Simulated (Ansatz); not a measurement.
A nudged elastic band was laid between two geometries of C4H7NO (13 atoms, charge 0, multiplicity 1).

Theory: RKS B3LYP-D4/6-31G (Ansatz).

| Quantity | Value |
| --- | --- |
| movable images | 5 |
| climbing image | yes |
| spring | 5.0 eV/Å² |
| optimiser | quadratic models (default) |
| start path | IDPP |
| force threshold | 0.05 eV/Å |
| iteration limit | 60 |
| end points | relaxed |

Image 0:

```xyz
13
Properties=species:S:1:pos:R:3
C -0.300 -1.532 1.770
C 0.635 -0.639 1.422
C 0.572 0.211 0.227
N 1.513 1.045 -0.033
O -0.589 -0.018 -0.519
C -0.788 0.761 -1.730
H -0.196 -2.133 2.668
H -1.189 -1.684 1.169
H 1.529 -0.480 2.016
H 1.405 1.607 -0.882
H -1.742 0.423 -2.132
H -0.838 1.833 -1.506
H 0.009 0.572 -2.457
```

Image 6:

```xyz
13
Properties=species:S:1:pos:R:3
C -0.212 -1.469 1.741
C 0.657 -0.543 1.316
C 0.481 0.259 0.093
N 1.277 1.154 -0.378
O -0.688 -0.035 -0.571
C -0.952 0.709 -1.802
H -0.036 -2.035 2.650
H -1.120 -1.679 1.187
H 1.566 -0.336 1.875
H 2.119 1.300 0.186
H -1.914 0.336 -2.150
H -0.992 1.782 -1.597
H -0.164 0.523 -2.535
```

(1) What changes between the two ends?

(2) What energy profile does the band end with?

(3) What is the geometry of the highest image?

(4) What are the harmonic wavenumbers there?

Answers

(1) No bond is made or broken. The dihedral O5–C3–N4–H10 changes from 0 to -180° by way of a nearly straight angle C3–N4–H10 (up to 180°), not by a turn about the bond.

(2) The run converged. The highest image is number 3 of 0 to 6, 0.74 eV above the first end and 0.82 eV above the last; the last end lies 0.08 eV below the first. A vibrational analysis at the climbing image gives one clearly imaginary mode, 942i cm⁻¹: a first-order saddle point. Limits of this set-up: no polarisation functions.

```csv
image,path coordinate (Å),energy (eV),angle C3–N4–H10 (°)
0,0.00,0.00,117
1,0.31,0.08,125
2,0.62,0.42,146
3,0.93,0.74,180
4,1.26,0.39,145
5,1.59,0.02,124
6,1.93,-0.08,114
```

(3) 
```xyz
13
Properties=species:S:1:pos:R:3
C -0.222 -1.502 1.790
C 0.665 -0.587 1.377
C 0.528 0.240 0.155
N 1.340 1.092 -0.244
O -0.679 -0.075 -0.515
C -0.940 0.667 -1.736
H -0.060 -2.076 2.697
H -1.129 -1.698 1.230
H 1.575 -0.388 1.936
H 1.986 1.766 -0.564
H -1.898 0.297 -2.099
H -0.993 1.742 -1.535
H -0.153 0.488 -2.476
```

(4) 942i, 99, 135, 173, 228, 334, 400, 500, 536, 620, 794, 794, 987, 1012, 1051, 1073, 1168, 1193, 1242, 1349, 1472, 1486, 1521, 1542, 1703, 1826, 3052, 3123, 3177, 3183, 3207, 3279, 3981 cm⁻¹.

The run took 2.7 min on 1 thread of Arm Neoverse V1, with other jobs on the host, peak memory 0.16 GiB.
